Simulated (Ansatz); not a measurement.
GeH₄, singlet: the ladder up to full CI

Geometry: a PBE0/def2-TZVP stationary point for this spin, not checked as a minimum.

```yaml
atoms:
  - { symbol: Ge, position_ang: [0.0000, 0.0000, 0.0000] }
  - { symbol: H, position_ang: [0.8843, 0.8872, 0.8860] }
  - { symbol: H, position_ang: [-0.8879, -0.8840, 0.8857] }
  - { symbol: H, position_ang: [-0.8838, 0.8845, -0.8892] }
  - { symbol: H, position_ang: [0.8874, -0.8877, -0.8825] }
```

Basis cc-pVDZ; Ansatz 0.2.0. Only valence electrons are correlated (noble-gas cores and the filled d shells of p-block atoms frozen), which leaves 8 electrons in 33 orbitals. R marks a restricted (for open shells ROHF) determinant. Active spaces: valence = (8e, 8o) chosen from the atoms' valence shells. No spin–orbit coupling is included, and no scalar relativity.

Full CI is exact within this basis and frozen core; it isn't the basis-set limit.

```
UHF ⟨S²⟩                          : 0.000
T1 diagnostic (RCCSD)             : 0.0094
largest doubles amplitude (RCCSD) : 0.035
```

| level | E − E(RHF) (eV) |
| --- | --- |
| RMP2 | -3.0606 |
| RCCSD | -3.8736 |
| RCCSD(T) | -3.9380 |

Question: Estimate how far full CI in cc-pVDZ lies from RCCSD(T). The table doesn't fix it; the size of (T) and the diagnostics are the guide.

Answer: Full CI in cc-pVDZ lies 1.7 kJ/mol below RCCSD(T), which is 27 % of the (T) step (-6.2 kJ/mol). The diagnostics give no warning, yet the rest is a sizeable part of (T).

The other levels:

| level | E − E(full CI) (kJ/mol) | share of correlation (%) | wall time |
| --- | --- | --- | --- |
| CISD | 25.6 | 93.30 | 1.5 s |
| BCCD(T) | 1.6 | 99.57 | 1.2 s |
| RCCSDT | 0.2 | 99.95 | – |
| CISDTQ | 0.8 | 99.80 | 4.4 s (H100) |
| RCCSDT(Q) | 0.0 | 99.99 | 3.4 s |
| RCCSDTQ | 0.0 | 100.00 | 3.3 s (H100) |
| CASSCF (valence space) | 228.4 | 40.15 | – |
| NEVPT2 (valence space) | 70.1 | 81.63 | 6 s |
| MRCISD (valence space) | 9.4 | 97.53 | – |
| MRCISD+Q (valence space) | 0.2 | 99.94 | 7 s |

The correlation energy at full CI, counted from RHF, is -3.955 eV. That run took 16 s on 5 threads of AMD EPYC 7R13 with a whole H100 80 GB, shared host over 418,639,400 determinants.

Times hold each run's SCF and search for its determinant on a shared host, so for small cases they say little of a method's own cost; rows without a card ran on 1 thread of AMD EPYC 7R13.

The full-CI state has the irrep A1 of C2v, in the program's axes (one component, if the state is degenerate).

Natural occupations of full CI about the gap: 1.970 1.952 1.952 1.952 0.030 0.024 0.024 0.024 0.009 0.009; effectively unpaired electrons, Σ n²(2−n)², 0.04.

Atomization energy (electronic, same basis, no zero-point term; atoms at the same level, unrestricted beside the R rows where the molecule is a closed shell, but restricted open-shell past Ca, as are all atoms' steps beyond CCSDT(Q)) at full CI: 1163.1 kJ/mol. Errors of other levels:

```tsv
level	error (kJ/mol)
RHF	-223.1
RMP2	-41.0
CISD	-21.9
RCCSD	-5.0
RCCSD(T)	-0.8
BCCD(T)	-0.8
RCCSDT	-0.1
CISDTQ	-0.8
RCCSDT(Q)	0.0
RCCSDTQ	0.0
CASSCF (valence space)	-101.9
NEVPT2 (valence space)	-39.0
MRCISD (valence space)	-7.3
MRCISD+Q (valence space)	-3.4
```

This basis is far from its limit, so the value isn't to be set against a measured one. Truncated CI isn't size-consistent, which counts against it in atomization.
